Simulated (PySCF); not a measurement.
C4H4F2.
SMILES with atom numbers: `[F:1][C:2]1([F:3])[CH:4]=[CH:5][CH2:6]1` (hydrogens: H7 on C4; H8 on C5; H9, H10 on C6)

The same species was optimised twice, with GFN2-xTB and with PBE0-D3(BJ)/def2-SVP (PySCF), and the same property calculations (PySCF, gas phase) were run on both structures.

| coordinate | GFN2-xTB | PBE0-D3(BJ)/def2-SVP | change |
| --- | --- | --- | --- |
| C4=C5 (Å) | 1.331 | 1.341 | +0.010 |
| C2–F3 (Å) | 1.357 | 1.349 | -0.008 |
| C5–C6 (Å) | 1.508 | 1.515 | +0.007 |
| F1–C2 (Å) | 1.357 | 1.350 | -0.007 |
| C2–C4 (Å) | 1.507 | 1.506 | -0.001 |
| C2–C6 (Å) | 1.548 | 1.548 | 0.000 |
| F1–C2–F3 (°) | 105.4 | 106.6 | +1.2 |
| C4–C2–C6 (°) | 87.1 | 88.0 | +0.9 |
| F1–C2–C4 (°) | 116.7 | 115.9 | -0.8 |
| F3–C2–C4 (°) | 116.6 | 115.8 | -0.8 |
| C2–C4–C5 (°) | 92.7 | 92.1 | -0.6 |
| C2–C6–C5 (°) | 84.6 | 84.1 | -0.5 |
| F1–C2–C6 (°) | 115.5 | 115.0 | -0.5 |
| F3–C2–C6 (°) | 115.4 | 115.0 | -0.4 |

Rotational constants: A = 6097, B = 3403, C = 3211 MHz (GFN2-xTB) against A = 6033, B = 3430, C = 3243 MHz (PBE0-D3(BJ)/def2-SVP). Point groups within 0.08 Å: Cs and Cs. Atoms that the bonding makes alike are paired by their places after alignment.

On the GFN2-xTB structure: lowest singlet, TDDFT (eV) 6.93 [PBE0/def2-SVPD]; lowest triplet, Tamm–Dancoff (eV) 4.29 [PBE0/def2-SVPD]; isotropic polarisability (au) 45.5 [PBE0/def2-SVPD]; HOMO (eV) -8.28 [PBE0/def2-SVPD]; LUMO (eV) -0.63 [PBE0/def2-SVPD]; dipole (D) 2.71 [PBE0/def2-SVPD]; HOMO (eV) -8.24 [PBE0/pcSseg-1]; LUMO (eV) -0.52 [PBE0/pcSseg-1]; dipole (D) 2.52 [PBE0/pcSseg-1]; GIAO shielding of F1/F3 (mean) (ppm) 295.1 [PBE0/pcSseg-1]; GIAO shielding of C2 (ppm) 62.6 [PBE0/pcSseg-1]; GIAO shielding of C4 (ppm) 41.7 [PBE0/pcSseg-1]; GIAO shielding of C5 (ppm) 34.7 [PBE0/pcSseg-1]; GIAO shielding of C6 (ppm) 137.3 [PBE0/pcSseg-1].

Question: What do these properties become on the PBE0-D3(BJ)/def2-SVP structure?

Answer: 
```csv
property,level,on GFN2-xTB,on PBE0-D3(BJ)/def2-SVP,change
"lowest singlet, TDDFT (eV)",PBE0/def2-SVPD,6.93,6.96,+0.03
"lowest triplet, Tamm–Dancoff (eV)",PBE0/def2-SVPD,4.29,4.22,-0.07
isotropic polarisability (au),PBE0/def2-SVPD,45.5,46.0,+0.5
HOMO (eV),PBE0/def2-SVPD,-8.28,-8.21,+0.07
LUMO (eV),PBE0/def2-SVPD,-0.63,-0.62,+0.01
dipole (D),PBE0/def2-SVPD,2.71,2.60,-0.11
"energy, GFN2-xTB geometry as zero (kcal/mol)",PBE0/def2-SVPD,0.0,-0.6,-0.6
HOMO (eV),PBE0/pcSseg-1,-8.24,-8.17,+0.07
LUMO (eV),PBE0/pcSseg-1,-0.52,-0.52,0.00
dipole (D),PBE0/pcSseg-1,2.52,2.40,-0.12
"energy, GFN2-xTB geometry as zero (kcal/mol)",PBE0/pcSseg-1,0.0,-0.3,-0.3
GIAO shielding of F1/F3 (mean) (ppm),PBE0/pcSseg-1,295.1,296.8,+1.7
GIAO shielding of C2 (ppm),PBE0/pcSseg-1,62.6,63.5,+0.9
GIAO shielding of C4 (ppm),PBE0/pcSseg-1,41.7,39.2,-2.5
GIAO shielding of C5 (ppm),PBE0/pcSseg-1,34.7,31.7,-3.0
GIAO shielding of C6 (ppm),PBE0/pcSseg-1,137.3,136.0,-1.3
```

The heavy atoms differ by 0.011 Å rms after alignment (one structure mirrored). Among bonds between heavy atoms C4=C5 changes most (+0.010 Å). Changes are differences of the printed values. Neither structure is proved a minimum here.
